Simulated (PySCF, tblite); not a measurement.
# C₆H₈: infrared bands and NMR shifts

Aim: predict the infrared bands and NMR shifts of C₆H₈ (`C1=CC1C1CC1`).

Computed with tblite 0.8.0 and PySCF 2.14.0, with density-fitted response routines of our own, on a single molecule in the gas phase. Atoms are numbered from 0 throughout.

### 1 Starting geometry

14 atoms, charge 0, multiplicity 1; geometry from: GFN2-xTB.

Bonds of the start (Å): C0–C1 1.30, C1–C2 1.50, C2–C3 1.50, C3–C4 1.50, C4–C5 1.50, C2–C0 1.50, C5–C3 1.50, C0–H6 1.06, C1–H7 1.06, C2–H8 1.09, C3–H9 1.08, C4–H10 1.08, C4–H11 1.08, C5–H12 1.08, C5–H13 1.08.

### 2 Vibrational analysis with GFN2-xTB

Job settings and geometry (Å):

```
{"job": {"kind": "ir", "xc": "GFN2-xTB", "basis": "xTB"}, "charge": 0, "multiplicity": 1}
C      2.121071    -0.676480    -0.199140
C      2.124090     0.616873    -0.324738
C      0.800591    -0.055179    -0.553025
C     -0.289850     0.046241     0.468874
C     -1.560825     0.768967     0.130815
C     -1.564445    -0.722485     0.275795
H      2.627257    -1.586008     0.011330
H      2.634638     1.547609    -0.293385
H      0.429087    -0.153358    -1.572050
H      0.079486     0.143509     1.483789
H     -1.656693     1.179482    -0.863304
H     -2.038336     1.364535     0.893924
H     -2.044143    -1.157494     1.139530
H     -1.662608    -1.316685    -0.620583
```

**Question.** This job is followed by: GIAO PBE0/pcSseg-1 NMR shielding, non-relativistic, gas phase. Predict these results of the whole session: strongest single infrared mode (GFN2-xTB); zero-point energy (GFN2-xTB); ¹³C shifts against TMS (PBE0/pcSseg-1, means over atoms taken as alike); ¹H shifts against TMS (PBE0/pcSseg-1, means over atoms taken as alike).

As calculated:

| quantity | value |
| --- | --- |
| strongest single infrared mode (GFN2-xTB) | 3106 cm⁻¹, 85 km/mol |
| zero-point energy (GFN2-xTB) | 73.4 kcal/mol |
| ¹³C shifts against TMS (PBE0/pcSseg-1, means over atoms taken as alike) | 127.5, 23.9, 21.5, 5.1 ppm |
| ¹H shifts against TMS (PBE0/pcSseg-1, means over atoms taken as alike) | 7.67, 0.74, 0.47, 0.23, -0.18 ppm |

In words: All 36 modes are real, so the xTB geometry is a minimum. The strongest single mode, at 3106 cm⁻¹, has its largest shares on H11, H12, H10 and H13 (the list is cut at 4 atoms). Unscaled tight-binding wavenumbers are off by several per cent, some by more. Its intensities can rank the bands wrongly. C0, C1 (mean) (alkene CH) lies farthest downfield among carbon, at 127.5 ppm; as expected for a trigonal carbon in a double bond. H6, H7 (mean) (hydrogen on an alkene CH) lies farthest downfield among hydrogen, at 7.67 ppm; olefinic region. At PBE0/pcSseg-1: The largest span, 266 ppm, is at C0, C1, where the paramagnetic term is -197 ppm.
